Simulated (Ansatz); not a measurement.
# CHOSi (sextet): the correlation ladder, cc-pVDZ

How much of the correlation energy of CHOSi (sextet) does each wave-function method recover here?

Program: Ansatz 0.2.0, Gaussian basis. Level of theory: cc-pVDZ, core rule «outside noble gas», up to 7 orbitals frozen. These are calculated values, not measurements.

To be run: UHF; CCSD(T) on ROHF; CCSD(T) on UHF; BCCD(T) on ROHF; CISD as a restricted active space (open shells left free, so some higher excitations enter); CCSDT(Q) on ROHF; CCSDT(Q) on UHF; CASSCF and MRCISD+Q, 13 electrons in 11 orbitals; CASSCF and NEVPT2, 13 electrons in 11 orbitals.

21 further runs of the same task are left out: 10 that didn't finish, 11 set aside as unsound or not needed. Runs told in other sessions of the task aren't counted.

### 1 What is computed

The geometry is a PBE0/def2-TZVP stationary point (not a proven minimum) of the parent state, kept for this charge and spin.

4 atoms, charge 0, spin multiplicity 6.

Atoms are counted from 1 here; the program's logs count them from 0.

Bond lengths: C1–O2 1.286 Å, C1–H4 1.089 Å, O2–Si3 1.707 Å. Angles: O2–C1–H4 123.9°, C1–O2–Si3 134.6°.

### 2 UHF

in.yaml

```yaml
crystal:
  periodic: [false, false, false]
  atoms:
    - {symbol: C, position_ang: [0.000000, -0.310298, 1.646633]}
    - {symbol: O, position_ang: [0.000000, 0.351816, 0.544141]}
    - {symbol: Si, position_ang: [0.000000, -0.073198, -1.108628]}
    - {symbol: H, position_ang: [0.000000, 0.152652, 2.632314]}
basis:
  gaussian: {orbitals: cc-pVDZ}
magnetization: {spin_polarized: true, initial_magnetization: 5}
hamiltonian: {xc: hf}
output: {orbitals: {seedname: orbitals}}
```

Launch:

```sh
ansatz run in.yaml --threads 1 --pin off --events-out ev --progress --plain --max-ram 2393MiB
```

After this run come: CCSD(T) on ROHF; CCSD(T) on UHF; BCCD(T) on ROHF; CISD as a restricted active space (open shells left free, so some higher excitations enter); CCSDT(Q) on ROHF; CCSDT(Q) on UHF; CASSCF and MRCISD+Q, 13 electrons in 11 orbitals; CASSCF and NEVPT2, 13 electrons in 11 orbitals.

**Question.** What will the summary of the whole plan be? Wanted: UCCSDT(Q) from the RHF energy; RMP2 from UCCSDT(Q); UMP2 from UCCSDT(Q); RCCSD from UCCSDT(Q); RCCSD(T) from UCCSDT(Q); UCCSD(T) from UCCSDT(Q); RCCSDT(Q) from UCCSDT(Q); MRCISD+Q frontier from UCCSDT(Q); T1 diagnostic.

The runs gave:

| quantity | value |
| --- | --- |
| UCCSDT(Q) from the ROHF energy | -9.1866 eV |
| RMP2 from UCCSDT(Q) | +892.6 meV |
| UMP2 from UCCSDT(Q) | +896.5 meV |
| RCCSD from UCCSDT(Q) | +279.7 meV |
| RCCSD(T) from UCCSDT(Q) | +43.3 meV |
| UCCSD(T) from UCCSDT(Q) | +42.8 meV |
| RCCSDT(Q) from UCCSDT(Q) | +4.1 meV |
| MRCISD+Q frontier from UCCSDT(Q) | +116.3 meV |
| levels within 1 kcal/mol (43 meV) | RCCSD(T), UCCSD(T), BCCD(T), RCCSDT, UCCSDT, RCCSDT(Q) |
| T1 diagnostic | 0.026 |

**Reading.** RCCSD(T) misses by +43.3 meV, 0.5 % of the correlation energy. These misses are within one basis, not against nature; the frozen cores of restricted and unrestricted runs differ, which can shift their rows.

With open shells the CI space here admits some higher excitations, so it is larger than plain CISD.
